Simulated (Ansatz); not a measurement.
Calculation: frozen-core CCSD(T)/cc-pVTZ // r2SCAN-D4/def2-TZVP (Ansatz, a program for electronic structure).

Ansatz 0.2 input:
```yaml
crystal:
  periodic: [false, false, false]
  atoms:
    - { symbol: Si, position_ang: [-0.000018, -0.000012, -0.000063] }
    - { symbol: H, position_ang: [1.195838, -0.792226, -0.376901] }
    - { symbol: H, position_ang: [-0.288327, -0.195458, 1.441589] }
    - { symbol: H, position_ang: [-1.163684, -0.449413, -0.802308] }
    - { symbol: H, position_ang: [0.256118, 1.437048, -0.262609] }
basis:
  gaussian: { orbitals: cc-pVTZ }
correlation:
  method: ccsd_t
```

Output:

```
Functional definition: HF
500 factors; integrals over basis functions are off by at most 1.1e-3 eV
mean field evaluation 1: about -7924.9456 eV, gradient 1.0e1 eV
mean field evaluation 2: about -7924.9510 eV, gradient 1.0e1 eV
mean field evaluation 4: about -7925.6025 eV, gradient 3.5e-1 eV
mean field evaluation 8: about -7925.6030 eV, gradient 7.3e-5 eV
mean field evaluation 16: about -7925.6030 eV, gradient 2.6e-6 eV
mean field -7925.60296307 eV, -291.2605367262 hartree, gradient 2.6e-6 eV, S^2 0.000000; 0 other end points of the search recorded, 0 dependent functions left out
5 core orbitals not correlated
reference -7925.60296307 eV, -291.2605367262 hartree; 4, 4 occupied and 81, 81 virtual orbitals, 500 factors
second order -3.89627998 eV of doubles, -0.00000000 eV of singles
cycle   1  -4.48667079 eV  change   -5.9e-1 eV  update   5.5e-2
cycle   2  -4.70296241 eV  change   -2.2e-1 eV  update   1.9e-2
cycle   3  -4.70912100 eV  change   -6.2e-3 eV  update   4.2e-3
cycle   4  -4.70750616 eV  change    1.6e-3 eV  update   1.4e-3
cycle   5  -4.70714559 eV  change    3.6e-4 eV  update   3.8e-4
cycle   6  -4.70716174 eV  change   -1.6e-5 eV  update   6.9e-5
cycle   7  -4.70717515 eV  change   -1.3e-5 eV  update   1.5e-5
cycle   8  -4.70717564 eV  change   -4.9e-7 eV  update   3.6e-6
perturbative correction -0.10416015 eV, -0.0038278149 hartree
Total energy: -7930.41429886 eV, -291.4373500552 hartree
```

Cost: around 2.5 core-seconds (rough).
